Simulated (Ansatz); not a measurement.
Geometry optimisation, RKS PBE-D4/def2-SVP (Ansatz 0.2.0).

input.yaml

```yaml
crystal:
  periodic: [false, false, false]
  atoms:
    - { symbol: B, position_ang: [-0.113342, -0.139551, -0.791829] }
    - { symbol: "N", position_ang: [1.34037, -0.107727, 1.550211] }
    - { symbol: H, position_ang: [0.549044, -0.754452, 1.651328] }
    - { symbol: H, position_ang: [0.972505, 0.850827, 1.510691] }
    - { symbol: H, position_ang: [1.793822, -0.314938, 0.63543] }
    - { symbol: Cl, position_ang: [-1.659499, 0.465842, -0.203231] }
basis:
  gaussian: { orbitals: def2-SVP }
hamiltonian:
  xc: pbe
  dispersion: d4
relax:
  f_tol: 0.03
  max_steps: 50
output:
  orbitals: {}
```

Run as:

```bash
$ ansatz run input.yaml --threads 1 --pin off --max-ram 2048MiB --backend cpu --events-out ev --progress --plain --runs-dir out
```

Q: Where does it end, and by what steps?

A: It converged. After 7 steps the energy has fallen by 0.016 eV; H3 moved furthest, 0.15 Å.

```tsv
step	energy less start (eV)	largest force component (eV/Å)	accepted
0	0.0000	0.475	yes
1	-0.0008	0.333	yes
2	0.0094	0.652	no
3	-0.0088	0.356	yes
4	-0.0128	0.229	yes
5	-0.0121	0.208	no
6	-0.0143	0.144	yes
7	-0.0155	0.015	yes
```

```xyz
6
Properties=species:S:1:pos:R:3
B -0.133 -0.051 -0.871
N 1.398 -0.122 1.567
H 0.608 -0.742 1.787
H 1.035 0.840 1.559
H 1.689 -0.340 0.603
Cl -1.714 0.415 -0.292
```

Whether the end is a true minimum wasn't checked by a vibrational analysis.

Time of the run: 12 s on 1 thread of Arm Neoverse V1, on a shared host, peak memory 0.12 GiB.
